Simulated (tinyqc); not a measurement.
Worked calculation: Pariser-Parr-Pople SCF with singles CI, for the molecule NC(N)=CC=O (SMILES; centres numbered as the heavy atoms are written). One step of it, computed by the program tinyqc.

Task: Singles CI, singlets. Over the 4 single excitations with the smallest orbital gaps: A = (e_a - e_i) delta + 2 (ia|jb) - (ij|ab), with (pq|rs) = sum c_mp c_mq gamma_mn c_nr c_ns. f = 2/3 w |mu|^2 in atomic units, mu = sqrt2 sum c_ia sum_m c_mi c_ma R_m.

orbital energies (eV): -15.523559  -12.709207  -11.155755  -9.304994  -0.301660  2.891783

coefficients:
```
         MO1        MO2        MO3        MO4        MO5        MO6
1N  0.442799  -0.202557  -0.704817  -0.374624  -0.330037  -0.129867
2C  0.669434  -0.091696  -0.011808   0.193642   0.629952   0.330110
3N  0.450809  -0.228919   0.708784  -0.344497  -0.329318  -0.121914
4C  0.345253   0.292504  -0.007691   0.670996  -0.252955  -0.530058
5C  0.156411   0.548878   0.004778   0.045738  -0.456980   0.680678
6O  0.094308   0.715075   0.025219  -0.501153   0.336108  -0.339139
```

repulsion gamma_rs (eV), lower triangle:
```
           1N         2C         3N         4C         5C         6O
1N  16.800000
2C   8.281072  11.130000
3N   5.597821   8.281382  16.800000
4C   5.463530   7.552365   5.464507  11.130000
5C   3.744414   5.238149   4.825747   7.553419  11.130000
6O   2.919139   3.728216   3.352625   5.413746   8.106590  15.200000
```

Centres (angstrom, eV; a flat drawing with bonds scaled to 1.40 angstrom):
```
centre          x          y  core charge z          W   gamma_rr
1N       2.118000  -0.893000              2  25.600000  16.800000
2C       1.017000  -0.028000              1  11.160000  11.130000
3N       1.215000   1.358000              2  25.600000  16.800000
4C      -0.283000  -0.549000              1  11.160000  11.130000
5C      -1.384000   0.316000              1  11.160000  11.130000
6O      -2.683000  -0.205000              1  17.700000  15.200000
```

Give: singlet CI matrix; singlet excitation energies; oscillator strengths.

Result:

singlet CI matrix (eV), lower triangle:
```
         4>5      3>5     4>6     2>5
4>5   4.5663
3>5   0.0877   5.9688
4>6   0.0357  -0.1541  6.7704
2>5  -0.4271   0.1309  0.0259  7.5578
```

singlet excitation energies (eV): 4.4979  5.9402  6.7991  7.6261

oscillator strengths: 0.8389  0.2875  0.1386  0.0860
